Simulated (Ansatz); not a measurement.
`C=C=C(O)F` and `C=C=C(F)Cl` differ in one atom or group.

Ansatz, PBE0-D4/def2-TZVP geometries, multiplicity 1. Each molecule was computed in one conformer, which needn't be the lowest.

```tsv
property	`C=C=C(O)F`
size of the dipole moment (ωB97M-V/def2-TZVPP) / D	2.62
ideal-gas entropy at 298 K and 1 bar (rigid rotor, harmonic PBE0-D4/def2-TZVP) / J/(mol·K)	304
zero-point energy (PBE0-D4/def2-TZVP) / kJ/mol	140.9
HOMO energy (B3LYP/def2-TZVPP) / eV	-6.55
HOMO energy (ωB97M-V/def2-TZVPP) / eV	-8.96
HOMO–LUMO gap (PBE/def2-TZVPP) / eV	3.77
```

**Question.** What does the change do to each property? (Estimate.)

**Answer.** Computed: 
```
                                                                                  property  `C=C=C(F)Cl`  shift
                                        size of the dipole moment (ωB97M-V/def2-TZVPP) / D          1.92  -0.70
ideal-gas entropy at 298 K and 1 bar (rigid rotor, harmonic PBE0-D4/def2-TZVP) / J/(mol·K)           308      4
                                            zero-point energy (PBE0-D4/def2-TZVP) / kJ/mol         104.4  -36.5
                                                       HOMO energy (B3LYP/def2-TZVPP) / eV         -7.16  -0.61
                                                     HOMO energy (ωB97M-V/def2-TZVPP) / eV         -9.55  -0.59
                                                       HOMO–LUMO gap (PBE/def2-TZVPP) / eV          4.01   0.24
```

With PBE0 the HOMO falls by 0.63 eV and the LUMO falls by 0.45 eV, so the gap widens by about 0.18 eV. PBE moves the HOMO by -0.67 eV and ωB97M-V by -0.59 eV. The zero-point energy changes by -36.5 kJ/mol with -3 modes. Dipoles are sizes alone; their direction can turn.

B3LYP here is the variant with VWN-RPA as its local correlation; programs differ in this.
